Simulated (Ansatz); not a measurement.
# C3H3FO: how energies converge with the basis set

The task here is to estimate one member of a computed series from the others.

The runs use Ansatz 0.2.0, Gaussian basis; one geometry, several basis sets.

The runs, in order: PBE0-D4/def2-SVP; ωB97M-V/def2-SVP; PBE0-D4/def2-QZVPP; ωB97M-V/def2-QZVPP; the functionals' def2-TZVPP values are taken from earlier runs.

### Structure used throughout

An earlier PBE0-D4 in a triple-zeta def2 set relaxation fixed the geometry.

SMILES `OCC#CF`, 8 atoms, charge 0, spin multiplicity 1.

Atoms are counted from 1 here; the program's logs count them from 0.

Bond lengths: O1–C2 1.410 Å, O1–H6 0.961 Å, C2–C3 1.461 Å, C2–H7 1.098 Å, C2–H8 1.092 Å, C3–C4 1.195 Å, C4–F5 1.273 Å. Angles: C2–O1–H6 108.1°, O1–C2–C3 113.5°, O1–C2–H7 111.4°, O1–C2–H8 106.1°, C3–C2–H7 108.9°, C3–C2–H8 109.6°, H7–C2–H8 107.1°, C2–C3–C4 178.3°, C3–C4–F5 179.5°.

As a file:

```mol
C3H3FO
  3D, bonds by distance, orders not assigned

  8  7  0  0  0  0  0  0  0  0999 V2000
   -0.7130   -0.2337    1.5493 O   0  0
   -0.0719   -0.7632    0.4107 C   0  0
    0.1291    0.2170   -0.6540 C   0  0
    0.3055    1.0417   -1.5009 C   0  0
    0.4868    1.9154   -2.4088 F   0  0
   -0.2277    0.5470    1.8294 H   0  0
    0.8970   -1.2112    0.6693 H   0  0
   -0.7135   -1.5702    0.0493 H   0  0
  1  2  8  0
  2  3  8  0
  3  4  8  0
  4  5  8  0
  1  6  8  0
  2  7  8  0
  2  8  8  0
M  END
```

The first run:

in.yaml

```yaml
crystal:
  periodic: [false, false, false]
  atoms:
    - {symbol: O, position_ang: [-0.713016, -0.233713, 1.549277]}
    - {symbol: C, position_ang: [-0.071907, -0.763207, 0.410699]}
    - {symbol: C, position_ang: [0.129071, 0.217050, -0.654012]}
    - {symbol: C, position_ang: [0.305528, 1.041673, -1.500868]}
    - {symbol: F, position_ang: [0.486774, 1.915354, -2.408840]}
    - {symbol: H, position_ang: [-0.227744, 0.547026, 1.829403]}
    - {symbol: H, position_ang: [0.897030, -1.211207, 0.669324]}
    - {symbol: H, position_ang: [-0.713536, -1.570175, 0.049317]}
basis:
  gaussian: {orbitals: def2-SVP}
hamiltonian: {xc: pbe0, dispersion: d4}
output: {orbitals: {seedname: orbitals}}
```

Started as:

```
> ansatz run in.yaml --threads 2 --pin off --events-out ev --progress --plain --max-ram 4352MiB
```

Among the steps run: PBE0-D4 in def2-SVP; ωB97M-V in def2-SVP; PBE0-D4 in def2-QZVPP; ωB97M-V in def2-QZVPP.

One table of the session follows, with a row left open; its other results are not shown here.

It belongs to the step «Functionals by basis». 

```
functional       basis  HOMO (eV)  LUMO (eV)
   PBE0-D4    def2-SVP      -7.70       1.05
   PBE0-D4  def2-TZVPP      -7.81       0.63
   PBE0-D4  def2-QZVPP      -7.85       0.27
   ωB97M-V    def2-SVP          ?          ?
   ωB97M-V  def2-TZVPP     -10.10       2.27
   ωB97M-V  def2-QZVPP     -10.13       1.47
```

**Question.** Estimate the row for ωB97M-V, def2-SVP.

The run gave: HOMO (eV): -9.98; LUMO (eV): 3.04. In the column «HOMO (eV)» it lies between ωB97M-V, def2-TZVPP (-10.10) and PBE0-D4, def2-QZVPP (-7.85).
